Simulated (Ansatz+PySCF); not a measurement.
A calculation with PySCF 2.14.0.

```python
from pyscf import gto, scf, cc

mol = gto.M(atom="""
Li 0.039800 -0.027800 -1.500680
O -0.038450 0.029970 0.317520
H 0.032560 0.790070 0.887500
H -0.027960 -0.804870 0.899040
""", basis='def2-svp', charge=1, spin=0)
mf = scf.UHF(mol)
mf.kernel()
mycc = cc.CCSD(mf, frozen=1).run()
et = mycc.ccsd_t()
print(mf.e_tot, mycc.e_corr, et, mycc.e_tot + et)
```

The script is written out from the run's settings.

Output:

| Property | Result |
| --- | --- |
| Converged | yes |
| Reference energy | -83.25405 hartree |
| CCSD correlation energy | -0.21476 hartree |
| Triples correction | -0.00308 hartree |
| Total energy | -83.47189 hartree |
